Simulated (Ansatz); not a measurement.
SiSb₂Cl₂: from a trial structure to a relaxed crystal

The calculation used Ansatz 0.2.0, DFT PBE, scalar-relativistic, plane waves, PAW. Cutoff 420 eV, Γ-centred k mesh, Gaussian smearing, no spin polarisation in the final step.

SiSb₂Cl₂ was placed on the ThCr2Si2 structure type (I4/mmm, No. 139), with Si in place of Th, Sb in place of Cr, Cl in place of Si, at a guessed volume.

```
CELL_PARAMETERS angstrom
-2.25252 2.25252 5.91008
2.25252 -2.25252 5.91008
2.25252 2.25252 -5.91008
ATOMIC_POSITIONS crystal
Si 0.00000 0.00000 0.00000
Sb 0.25000 0.75000 0.50000
Sb 0.75000 0.25000 0.50000
Cl 0.62600 0.62600 0.00000
Cl 0.37400 0.37400 0.00000
```

Cell and atoms relax at zero pressure; the relaxation can't lower the symmetry of the start. After a coarse first stage the cell is made exact in the group found at 0.06 Å.

Energies over the elements count from the elements' standard structures at the same level (Cl₂ as a molecule), with no empirical corrections.

Q: Describe the relaxed structure.

A: It keeps I4/mmm (No. 139), but not the shape of the type it started on. Conventional cell: a = 3.940 Å, c = 22.012 Å. Si has 8 Cl at 3.17 Å and 4 Si at 3.94 Å; Sb has 4 Sb at 2.79 Å; around Cl lie 1 Cl at 3.04 Å and 4 Si at 3.17 Å.

```cif
data_structure
_symmetry_space_group_name_H-M 'I4/mmm'
_symmetry_Int_Tables_number 139
_cell_length_a 3.9398
_cell_length_b 3.9398
_cell_length_c 22.0121
_cell_angle_alpha 90.000
_cell_angle_beta 90.000
_cell_angle_gamma 90.000
_cell_volume 341.67
loop_
_atom_site_label
_atom_site_type_symbol
_atom_site_symmetry_multiplicity
_atom_site_Wyckoff_symbol
_atom_site_fract_x
_atom_site_fract_y
_atom_site_fract_z
_atom_site_occupancy
Si1 Si 2 a 0.00000 0.00000 0.00000 1
Sb1 Sb 4 d 0.50000 0.00000 0.25000 1
Cl1 Cl 4 e 0.50000 0.50000 0.06895 1
```

Q: What are its volume, energy, density and gap?

A: The volume per atom is 34.2 Å³, the density is 3.3 g/cm³ and the energy over the elements is 0.35 eV/atom. The gap on the 14×14×14 mesh is 0 eV (a metal).

The final run used a 14×14×14 mesh on its 5-atom cell and 0.10 eV smearing. The k mesh leaves about 4 meV/atom of noise in metals. No dispersion correction is applied, so the spacing between layers, chains or molecules is poorly fixed, and with it the volume and density. Spin–orbit coupling is left out. Symmetry constrained the relaxation, so the result can be a saddle point.

Cost: 3 runs of about 13 core-minutes in all, on Arm Neoverse V1 (shared hosts).